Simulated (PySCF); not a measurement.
Species: acryloyl chloride, C3H3ClO.
Z-matrix (Å and degrees, PBE0-D3(BJ)/def2-SVP geometry), rows numbered from 1:
```
C 
C   1  1.3362
C   2  1.4780  1  119.79
O   3  1.1867  2  127.09  1     0.64
Cl  3  1.7863  2  111.92  1  -179.26
H   1  1.0939  2  120.33  3    -0.06
H   1  1.0924  2  121.31  3   179.88
H   2  1.0915  1  122.76  3  -179.86
```

The calculation used PBE0-D3(BJ)/def2-SVP geometry optimisation, gas phase in PySCF.

Take the most abundant isotopes and a rigid rotor. The values belong to one conformer with, in the numbering `[CH2:1]=[CH:2][C:3](=[O:4])[Cl:5]`, C1–C2–C3–O4 1°.

Question: What are A, B and C (GHz)?

Answer: Ia = 54.86, Ib = 190.05, Ic = 244.90 u·Å²; 505379 MHz·u·Å²/I gives 9212, 2659 and 2064 MHz, that is A = 9.2125, B = 2.6592, C = 2.0636 GHz.

Question: Classify the top.

Answer: An asymmetric top; Ray's κ = -0.833.

Question: Is it planar, by Δ = Ic − Ia − Ib?

Answer: Planar: Δ = Ic − Ia − Ib = 0.00 u·Å². For a rigid frame Δ = −2 Σ m c², so it vanishes when all atoms lie in the ab plane; here none is more than 0.02 Å from it.

Question: Give the coordinates in the principal-axis frame, origin at the centre of mass.

Answer: The sense of each axis is arbitrary; atoms in the order of the calculation.
| atom | mass (u) | a (Å) | b (Å) | c (Å) |
| --- | --- | --- | --- | --- |
| C1 | 12.000 | -2.412 | 0.419 | 0.005 |
| C2 | 12.000 | -1.115 | 0.740 | -0.006 |
| C3 | 12.000 | -0.094 | -0.329 | -0.003 |
| O4 | 15.995 | -0.284 | -1.500 | -0.001 |
| Cl5 | 34.969 | 1.565 | 0.334 | 0.002 |
| H6 | 1.008 | -2.721 | -0.631 | 0.016 |
| H7 | 1.008 | -3.187 | 1.188 | 0.005 |
| H8 | 1.008 | -0.763 | 1.773 | -0.016 |

Question: List the rotational levels J(Ka,Kc) to J = 3 (K).

Answer: Above 0(0,0), as E/k:
J = 1: 1(0,1) 0.227, 1(1,1) 0.541, 1(1,0) 0.570
J = 2: 2(0,2) 0.678, 2(1,2) 0.966, 2(1,1) 1.052, 2(2,1) 1.995, 2(2,0) 1.997
J = 3: 3(0,3) 1.351, 3(1,3) 1.602, 3(1,2) 1.773, 3(2,2) 2.675, 3(2,1) 2.684, 3(3,1) 4.320, 3(3,0) 4.320

Question: Which types of transition are allowed, and where do some lines up to J = 2 fall?

Answer: The dipole components are |μa| = 2.28 D, |μb| = 2.01 D, |μc| = 0.00 D; the mirror of this Cs structure is the ab plane, so μc vanishes by symmetry and there are no c-type lines. The squared components, which scale the intensities, stand as 1.00 : 0.78 (a : b). Some lines, for components of 0.1 D or more:

```json
{"type": "a", "branch": "Q", "J(Ka,Kc)": "1(1,0) ← 1(1,1)", "MHz": "596", "lower level (cm⁻¹)": "0.376"}
{"type": "a", "branch": "Q", "J(Ka,Kc)": "2(1,1) ← 2(1,2)", "MHz": "1787", "lower level (cm⁻¹)": "0.671"}
{"type": "b", "branch": "R", "J(Ka,Kc)": "2(0,2) ← 1(1,1)", "MHz": "2854", "lower level (cm⁻¹)": "0.376"}
{"type": "a", "branch": "R", "J(Ka,Kc)": "1(0,1) ← 0(0,0)", "MHz": "4723", "lower level (cm⁻¹)": "0.000"}
{"type": "b", "branch": "Q", "J(Ka,Kc)": "1(1,0) ← 1(0,1)", "MHz": "7149", "lower level (cm⁻¹)": "0.158"}
{"type": "b", "branch": "Q", "J(Ka,Kc)": "2(1,1) ← 2(0,2)", "MHz": "7783", "lower level (cm⁻¹)": "0.471"}
{"type": "a", "branch": "R", "J(Ka,Kc)": "2(1,2) ← 1(1,1)", "MHz": "8850", "lower level (cm⁻¹)": "0.376"}
{"type": "a", "branch": "R", "J(Ka,Kc)": "2(0,2) ← 1(0,1)", "MHz": "9407", "lower level (cm⁻¹)": "0.158"}
{"type": "a", "branch": "R", "J(Ka,Kc)": "2(1,1) ← 1(1,0)", "MHz": "10041", "lower level (cm⁻¹)": "0.396"}
{"type": "b", "branch": "R", "J(Ka,Kc)": "1(1,1) ← 0(0,0)", "MHz": "11276", "lower level (cm⁻¹)": "0.000"}
{"type": "b", "branch": "R", "J(Ka,Kc)": "2(1,2) ← 1(0,1)", "MHz": "15403", "lower level (cm⁻¹)": "0.158"}
{"type": "b", "branch": "Q", "J(Ka,Kc)": "2(2,0) ← 2(1,1)", "MHz": "19698", "lower level (cm⁻¹)": "0.731"}
{"type": "b", "branch": "Q", "J(Ka,Kc)": "2(2,1) ← 2(1,2)", "MHz": "21447", "lower level (cm⁻¹)": "0.671"}
{"type": "b", "branch": "R", "J(Ka,Kc)": "2(2,1) ← 1(1,0)", "MHz": "29701", "lower level (cm⁻¹)": "0.396"}
{"type": "b", "branch": "R", "J(Ka,Kc)": "2(2,0) ← 1(1,1)", "MHz": "30335", "lower level (cm⁻¹)": "0.376"}
```

Question: Estimate the classical rotational partition function at 10 K, 50 K and 500 K.

Answer: Point group Cs, symmetry number σ = 1; q = (√π/σ)·√((kT/h)³/(ABC)), k/h = 20836.6 MHz/K: 750 at 10 K, 8380 at 50 K, 265000 at 500 K.

PBE0-D3(BJ)/def2-SVP frequencies: not computed here. Zero-point vibration and centrifugal distortion are left out. Quadrupole hyperfine structure (35Cl) is left out.

Hardware: an Arm Neoverse V1 with one thread, shared host with 32 logical CPUs at a one-minute load of 25. Cost: 10 s wall, 0.43 GiB resident at most. These figures are those of the optimisation.
